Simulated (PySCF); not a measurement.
C4H9F.
SMILES with atom numbers: `[CH3:1][C:2]([CH3:3])([CH3:4])[F:5]` (hydrogens: H6, H7, H8 on C1; H9, H10, H11 on C3; H12, H13, H14 on C4)

Structure used (PBE0-D3(BJ)/def2-SVP), in Å, numbered top down from 1:
```xyz
14
C4H9F angstrom
C      1.252    0.014   -0.744
C      0.154   -0.070    0.302
C     -0.809   -1.211    0.025
C     -0.568    1.254    0.475
F      0.778   -0.355    1.519
H      0.833    0.234   -1.737
H      1.967    0.808   -0.482
H      1.798   -0.939   -0.799
H     -1.339   -1.057   -0.927
H     -1.553   -1.284    0.831
H     -0.264   -2.164   -0.030
H      0.148    2.046    0.740
H     -1.084    1.545   -0.452
H     -1.313    1.179    1.280
```

Computed, not measured: TDDFT wB97X-D/def2-SVPD, vertical, gas phase, core orbitals frozen in the response (PySCF 2.14.0, density-fitted response routines).

Transition dipole moments from the ground state, in atomic units and in the frame of the coordinates above (overall signs are arbitrary), for the states with f of 0.002 or more among the lowest 10:

```json
{"state": "S1", "E (hartree)": "0.3393", "μx": "-0.279", "μy": "-0.431", "μz": "0.042"}
{"state": "S2", "E (hartree)": "0.3393", "μx": "0.367", "μy": "-0.262", "μz": "-0.249"}
{"state": "S3", "E (hartree)": "0.3743", "μx": "-0.276", "μy": "-0.411", "μz": "0.048"}
{"state": "S4", "E (hartree)": "0.3745", "μx": "-0.349", "μy": "0.261", "μz": "0.237"}
{"state": "S6", "E (hartree)": "0.3816", "μx": "-0.231", "μy": "-0.047", "μz": "0.108"}
{"state": "S7", "E (hartree)": "0.3817", "μx": "-0.019", "μy": "0.250", "μz": "0.068"}
{"state": "S10", "E (hartree)": "0.3891", "μx": "-0.051", "μy": "0.023", "μz": "-0.099"}
```

Problem. What oscillator strength does each state have?

Solution. f = (2/3) ΔE |μ|² with ΔE in hartree (27.2114 eV).

```csv
state,|μ|² (au),|μ| (D),f
S1,0.265,1.31,0.060
S2,0.265,1.31,0.060
S3,0.247,1.26,0.062
S4,0.246,1.26,0.061
S6,0.067,0.66,0.017
S7,0.068,0.66,0.017
S10,0.013,0.29,0.003
```

Problem. Label these states by symmetry in C3v.

Solution. From a totally symmetric ground state, an allowed state transforms like the component of the dipole operator along its μ. Polarised along the main axis, so A1: S10. Polarised across the main axis, so E: S1, S2, S3, S4, S6 and S7.

S1/S2, S3/S4 and S6/S7 coincide within about 0.01 eV; within a degenerate level the directions of the single components are arbitrary.

All these states lie below the vertical ionisation energy of 11.44 eV (ΔSCF).

Without π bonds the low states may be Rydberg-like; a valence basis with one diffuse set may place them up to an eV too high.
